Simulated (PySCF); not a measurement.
Work out the structure from these simulated measurements.

Elements present: C, F and H. Monoisotopic mass: 32.0062 u; singlet state.

- XPS: C1s 295.8, F1s 695.2 eV [ΔSCF SCAN, pcX-2 on the ionised atom, pcseg-1 elsewhere, spin-free X2C]
- Rotational structure: rotational constants A, B, C: 497.726, 36.880, 34.336 GHz [GFN2-xTB]
- UV, first state: lowest singlet excitation: 2.09 eV (592 nm, f = 0.005) [TDDFT B3LYP/def2-SVPD]
- UV, strongest line: among the 8 lowest singlet transitions: S2 at 6.69 eV (185 nm, f = 0.076) [TDDFT B3LYP/def2-SVPD]
- Triplet: lowest triplet excitation (Tamm–Dancoff): 0.54 eV [TDA B3LYP/def2-SVPD]
- Dipole: 1.58 D [B3LYP/def2-SVPD]
- Polarisability: 15.9 au [B3LYP/def2-SVPD]

The electronic properties come from PySCF, for the isolated species, density fitting. Levels stand in brackets. Isolated species at its GFN2-xTB geometry, gas phase.

Task: Which formula fits the mass and the elements?

Result: CHF (calculated 32.0062). No other formula that holds each of these elements comes within 0.0003 u with a fitting electron parity and a possible valence count.

Task: Propose a structure and show how it fits.

Result: The core levels belong to: C1s 295.8 eV, carbon bonded to F and H; F1s 695.2 eV, fluorine bonded to C. S1 is mainly HOMO→LUMO (weight 1.00); the largest Löwdin shares of the orbital it empties are 0.65 on the carbon bonded to F and H, 0.21 on the fluorine bonded to C and 0.14 on the hydrogen on carbon, of the orbital it fills 0.67 on the carbon bonded to F and H, 0.23 on the fluorine bonded to C and 0.10 on the hydrogen on carbon. The optimised geometry has point group Cs and is an asymmetric top. Structure: HCF (`[CH]F`) [singlet].
